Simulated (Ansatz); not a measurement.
hcp Hf, treated with LDA (plane waves, PAW; Ansatz, an electronic-structure program).

Numerical settings: plane-wave cutoff 500 eV, 5×5×5 k mesh, Fermi–Dirac smearing 0.1 eV, cell of 36 sites, scalar-relativistic PAW data made under PBE.

Q: Give the computed vacancy formation energy and vacancy formation energy before relaxation.

A: 
- vacancy formation energy: 2.23 eV
- vacancy formation energy before relaxation: 2.32 eV

Note: energies are extrapolated to zero smearing, and mesh and cell size move such values by some hundredths of an eV or more.

Spin–orbit coupling is not included.

The computed numbers hold no vibrational or temperature effects.
